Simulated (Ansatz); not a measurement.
`C=C1OC=C1C` → `CC(C)=C=C=O`  (isomerisation)

Gas-phase electronic energies from Ansatz, PBE0-D4/def2-TZVP geometries. CBS: MP2 limit from def2 TZ/QZ plus the TZ coupled-cluster correction, frozen cores. DFT in def2-TZVPP. B3LYP here is the variant with VWN-RPA as its local correlation; programs differ in this.

`C=C1OC=C1C`:

Z-matrix (Å, degrees):
```
C
O 1 1.416
C 1 1.907 2 47.1
C 1 1.318 2 126.4 3 180.0
C 1 1.470 2 91.5 3 0.0
H 3 1.081 1 168.9 2 0.0
H 4 1.082 1 120.8 2 -0.0
H 4 1.081 1 120.0 2 -180.0
C 5 1.475 1 135.7 2 180.0
H 9 1.094 5 111.4 1 59.8
H 9 1.091 5 110.6 1 179.9
H 9 1.094 5 111.4 1 -60.0
```

`CC(C)=C=C=O`:

Cartesian coordinates in Å:
```
C 1.310 -0.356 0.120
C -0.127 0.022 -0.058
C -0.677 -0.168 -1.433
C -0.880 0.498 0.930
C -0.999 0.848 2.160
O -1.276 1.205 3.237
H 1.938 0.231 -0.559
H 1.458 -1.405 -0.155
H 1.647 -0.201 1.142
H -1.722 0.125 -1.491
H -0.577 -1.216 -1.737
H -0.096 0.417 -2.155
```

```json
{"level": "r2SCAN-D4", "ΔE (kcal/mol)": "-19.5", "difference from CCSD(T)/CBS": "-6.1"}
{"level": "PBE0-D4", "ΔE (kcal/mol)": "-14.4", "difference from CCSD(T)/CBS": "-1.0"}
{"level": "B3LYP-D4", "ΔE (kcal/mol)": "-19.3", "difference from CCSD(T)/CBS": "-5.9"}
{"level": "ωB97X-V", "ΔE (kcal/mol)": "-12.6", "difference from CCSD(T)/CBS": "0.8"}
{"level": "B2PLYP", "ΔE (kcal/mol)": "-19.0", "difference from CCSD(T)/CBS": "-5.6"}
{"level": "PBE", "ΔE (kcal/mol)": "-18.1", "difference from CCSD(T)/CBS": "-4.7"}
{"level": "PBE0", "ΔE (kcal/mol)": "-14.5", "difference from CCSD(T)/CBS": "-1.1"}
{"level": "CCSD(T)/def2-TZVPP", "ΔE (kcal/mol)": "-14.2", "difference from CCSD(T)/CBS": "-0.8"}
{"level": "HF/def2-QZVPP", "ΔE (kcal/mol)": "-15.0", "difference from CCSD(T)/CBS": "-1.6"}
{"level": "CCSD/CBS(def2)", "ΔE (kcal/mol)": "-11.8", "difference from CCSD(T)/CBS": "1.6"}
{"level": "CCSD(T)/CBS", "ΔE (kcal/mol)": "-13.4", "difference from CCSD(T)/CBS": "0"}
```

Largest T1 diagnostic among the species: 0.016.

From PBE to PBE0 (25 % exact exchange), in def2-TZVPP and without D4, ΔE moves by +3.5 kcal/mol.
